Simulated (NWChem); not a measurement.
Program: NWChem. System: F (-1), charge -1, spin multiplicity 1. Level: PBE0/def2-TZVPD.

Input file:

```
start mol
memory heap 200 mb stack 900 mb global 1100 mb
charge -1
geometry units angstroms nocenter noautoz
  F      0.000000     0.000000     0.000000
  symmetry group D2h
end
basis spherical
  * library def2-tzvpd
end
dft
  xc pbe0
  semidirect memsize 60000000 filesize 0
  iterations 100
end
task dft energy
```

Part of the output:

```
             Northwest Computational Chemistry Package (NWChem) 7.3.0
             --------------------------------------------------------

                                NWChem Input Module
                                -------------------

 Scaling coordinates for geometry "geometry" by  1.889725989
 (inverse scale =  0.529177249)

                             Geometry "geometry" -> ""
                             -------------------------

 Output coordinates in angstroms (scale by  1.889725989 to convert to a.u.)

  No.       Tag          Charge          X              Y              Z
 ---- ---------------- ---------- -------------- -------------- --------------
    1 F                    9.0000     0.00000000     0.00000000     0.00000000

 Effective nuclear repulsion energy (a.u.)       0.0000000000

            Nuclear Dipole moment (a.u.)
            ----------------------------
        X                 Y               Z
 ---------------- ---------------- ----------------
     0.0000000000     0.0000000000     0.0000000000

      Symmetry information
      --------------------

 Group name             D2h
 Group number             26
 Group order               8
 No. of unique centers     1

      Symmetry unique atoms

     1


 Summary of "ao basis" -> "" (spherical)
 ------------------------------------------------------------------------------
       Tag                 Description            Shells   Functions and Types
 ---------------- ------------------------------  ------  ---------------------
 *                         def2-tzvpd                 on all atoms

                                 NWChem DFT Module
                                 -----------------

 Summary of "ao basis" -> "ao basis" (spherical)
 ------------------------------------------------------------------------------
       Tag                 Description            Shells   Functions and Types
 ---------------- ------------------------------  ------  ---------------------
 F                         def2-tzvpd               14       40   6s4p3d1f

 Summary of "ao basis" -> "ao basis" (spherical)
 ------------------------------------------------------------------------------
       Tag                 Description            Shells   Functions and Types
 ---------------- ------------------------------  ------  ---------------------
 F                         def2-tzvpd               14       40   6s4p3d1f

      Symmetry analysis of basis
      --------------------------

        ag         12
        au          1
        b1g         3
        b1u         6
        b2g         3
        b2u         6
        b3g         3
        b3u         6

            General Information
            -------------------
          SCF calculation type: DFT
          Wavefunction type:  closed shell.
          No. of atoms     :     1
          No. of electrons :    10
           Alpha electrons :     5
            Beta electrons :     5
          Charge           :    -1
          Spin multiplicity:     1
          Use of symmetry is: on ; symmetry adaption is: on
          Maximum number of iterations: 100
          AO basis - number of functions:    40
                     number of shells:    14
          Convergence on energy requested:  1.00D-06
          Convergence on density requested:  1.00D-05
          Convergence on gradient requested:  5.00D-04

              XC Information
              --------------
                         PBE0 Method XC Functional
                     Hartree-Fock (Exact) Exchange  0.250
          PerdewBurkeErnzerhof Exchange Functional  0.750
            Perdew 1991 LDA Correlation Functional  1.000 local
           PerdewBurkeErnz. Correlation Functional  1.000 non-local

             Grid Information
             ----------------
          Grid used for XC integration:  medium
          Radial quadrature: Mura-Knowles
          Angular quadrature: Lebedev.
          Tag              B.-S. Rad. Rad. Pts. Rad. Cut. Ang. Pts.
          ---              ---------- --------- --------- ---------
          F                   0.50       49           7.0       434
          Grid pruning is: on
          Number of quadrature shells:    49
          Spatial weights used:  Erf1

          Convergence Information
          -----------------------
          Convergence aids based upon iterative change in
          total energy or number of iterations.
          Levelshifting, if invoked, occurs when the
          HOMO/LUMO gap drops below (HL_TOL):  1.00D-02
          DIIS, if invoked, will attempt to extrapolate
          using up to (NFOCK): 10 stored Fock matrices.

                    Damping( 0%)  Levelshifting(0.5)       DIIS
                  --------------- ------------------- ---------------
          dE  on:    start            ASAP                start
          dE off:    2 iters        100 iters           100 iters

      Screening Tolerance Information
      -------------------------------
          Density screening/tol_rho:  1.00D-10
          AO Gaussian exp screening on grid/accAOfunc:  14
          CD Gaussian exp screening on grid/accCDfunc:  20
          XC Gaussian exp screening on grid/accXCfunc:  20
          Schwarz screening/accCoul:  1.00D-08

      Superposition of Atomic Density Guess
      -------------------------------------

 Sum of atomic energies:         -99.41825972

 Renormalizing density from       9.00 to     10

      Non-variational initial energy
      ------------------------------

 Total energy =    -105.102980
 1-e energy   =    -154.736793
 2-e energy   =      49.633814
 HOMO         =       0.167764
 LUMO         =       0.402062

      Symmetry analysis of molecular orbitals - initial
      -------------------------------------------------

 !! scf_movecs_sym_adapt:   34 vectors were symmetry contaminated

  Symmetry fudging

 !! scf_movecs_sym_adapt:   33 vectors were symmetry contaminated

  Numbering of irreducible representations:

     1 ag          2 au          3 b1g         4 b1u         5 b2g
     6 b2u         7 b3g         8 b3u

  Orbital symmetries:

     1 ag          2 ag          3 b1u         4 b2u         5 b3u
     6 b2u         7 b3u         8 b1u         9 ag         10 ag
    11 b2g        12 b1g        13 ag         14 b3g        15 b2u

------------------------------------------------------------
EAF file 0: "./mol.aoints.0" size=524288 bytes
------------------------------------------------------------
               write      read    awrite     aread      wait
               -----      ----    ------     -----      ----
     calls:        1         0         0         0         0
   data(b): 5.24e+05  0.00e+00  0.00e+00  0.00e+00
   time(s): 0.00e+00  0.00e+00  0.00e+00  0.00e+00  0.00e+00
rate(mb/s): 0.00e+00  0.00e+00
------------------------------------------------------------

 !! scf_movecs_sym_adapt:   26 vectors were symmetry contaminated

  Symmetry fudging

 !! scf_movecs_sym_adapt:   24 vectors were symmetry contaminated

   convergence    iter        energy       DeltaE   RMS-Dens  Diis-err    time
 ---------------- ----- ----------------- --------- --------- ---------  ------
 d= 0,ls=0.0,diis     1    -99.2735237727 -9.93D+01  3.80D-02  7.80D+00     0.1

 !! scf_movecs_sym_adapt:   26 vectors were symmetry contaminated

  Symmetry fudging

 !! scf_movecs_sym_adapt:   24 vectors were symmetry contaminated

 d= 0,ls=0.0,diis     2    -98.8724095613  4.01D-01  2.12D-02  1.41D+01     0.1

 !! scf_movecs_sym_adapt:   29 vectors were symmetry contaminated

  Symmetry fudging

 !! scf_movecs_sym_adapt:   25 vectors were symmetry contaminated

 d= 0,ls=0.0,diis     3    -99.7879711956 -9.16D-01  3.86D-03  7.93D-02     0.1

 !! scf_movecs_sym_adapt:   30 vectors were symmetry contaminated

  Symmetry fudging

 !! scf_movecs_sym_adapt:   29 vectors were symmetry contaminated

 d= 0,ls=0.0,diis     4    -99.7950439394 -7.07D-03  9.08D-04  1.60D-02     0.1

 !! scf_movecs_sym_adapt:   30 vectors were symmetry contaminated

  Symmetry fudging

 !! scf_movecs_sym_adapt:   29 vectors were symmetry contaminated

 d= 0,ls=0.0,diis     5    -99.7963186758 -1.27D-03  6.72D-05  7.93D-05     0.2

 !! scf_movecs_sym_adapt:   27 vectors were symmetry contaminated

  Symmetry fudging

 !! scf_movecs_sym_adapt:   25 vectors were symmetry contaminated

  Resetting Diis
 d= 0,ls=0.0,diis     6    -99.7963247803 -6.10D-06  7.47D-07  2.69D-10     0.2

 !! scf_movecs_sym_adapt:   28 vectors were symmetry contaminated

  Symmetry fudging

 !! scf_movecs_sym_adapt:   23 vectors were symmetry contaminated

 d= 0,ls=0.0,diis     7    -99.7963247803 -3.39D-11  4.54D-07  4.18D-10     0.2

         Total DFT energy =      -99.796324780309
      One electron energy =     -143.727986097918
           Coulomb energy =       54.492589206682
    Exchange-Corr. energy =      -10.560927889072
 Nuclear repulsion energy =        0.000000000000

 Numeric. integr. density =        9.999999819186

     Total iterative time =      0.1s

                  Occupations of the irreducible representations
                  ----------------------------------------------

                     irrep           alpha         beta
                     --------     --------     --------
                     ag                2.0          2.0
                     au                0.0          0.0
                     b1g               0.0          0.0
                     b1u               1.0          1.0
                     b2g               0.0          0.0
                     b2u               1.0          1.0
                     b3g               0.0          0.0
                     b3u               1.0          1.0

                       DFT Final Molecular Orbital Analysis
                       ------------------------------------

 Vector    3  Occ=2.000000D+00  E=-6.512238D-03  Symmetry=b2u
              MO Center= -9.0D-33,  7.6D-17, -5.0D-33, r^2= 6.9D-01
   Bfn.  Coefficient  Atom+Function         Bfn.  Coefficient  Atom+Function
  ----- ------------  ---------------      ----- ------------  ---------------
     8      0.478019  1 F  py                11      0.386003  1 F  py
    14      0.294322  1 F  py                17      0.132892  1 F  py

 Vector    4  Occ=2.000000D+00  E=-6.512238D-03  Symmetry=b3u
              MO Center=  3.1D-15, -2.2D-31, -2.2D-31, r^2= 6.9D-01
   Bfn.  Coefficient  Atom+Function         Bfn.  Coefficient  Atom+Function
  ----- ------------  ---------------      ----- ------------  ---------------
     7      0.478019  1 F  px                10      0.386003  1 F  px
    13      0.294322  1 F  px                16      0.132892  1 F  px

 Vector    5  Occ=2.000000D+00  E=-6.512238D-03  Symmetry=b1u
              MO Center=  4.6D-33,  1.4D-33, -2.2D-18, r^2= 6.9D-01
   Bfn.  Coefficient  Atom+Function         Bfn.  Coefficient  Atom+Function
  ----- ------------  ---------------      ----- ------------  ---------------
     9      0.478019  1 F  pz                12      0.386003  1 F  pz
    15      0.294322  1 F  pz                18      0.132892  1 F  pz

 Vector    6  Occ=0.000000D+00  E= 3.124915D-01  Symmetry=b2u
              MO Center=  6.2D-33, -2.7D-23, -2.3D-33, r^2= 6.8D+00
   Bfn.  Coefficient  Atom+Function         Bfn.  Coefficient  Atom+Function
  ----- ------------  ---------------      ----- ------------  ---------------
    17      1.176262  1 F  py                14     -0.433943  1 F  py
     8     -0.165365  1 F  py                11     -0.050692  1 F  py

 Vector    7  Occ=0.000000D+00  E= 3.124915D-01  Symmetry=b3u
              MO Center=  1.9D-19,  3.6D-33,  1.8D-33, r^2= 6.8D+00
   Bfn.  Coefficient  Atom+Function         Bfn.  Coefficient  Atom+Function
  ----- ------------  ---------------      ----- ------------  ---------------
    16      1.176262  1 F  px                13     -0.433943  1 F  px
     7     -0.165365  1 F  px                10     -0.050692  1 F  px

 Vector    8  Occ=0.000000D+00  E= 3.124915D-01  Symmetry=b1u
              MO Center= -1.5D-33,  5.7D-34,  1.6D-24, r^2= 6.8D+00
   Bfn.  Coefficient  Atom+Function         Bfn.  Coefficient  Atom+Function
  ----- ------------  ---------------      ----- ------------  ---------------
    18      1.176262  1 F  pz                15     -0.433943  1 F  pz
     9     -0.165365  1 F  pz                12     -0.050692  1 F  pz

 Task  times  cpu:        0.2s     wall:        0.2s

 Total times  cpu:        0.2s     wall:        0.2s
```
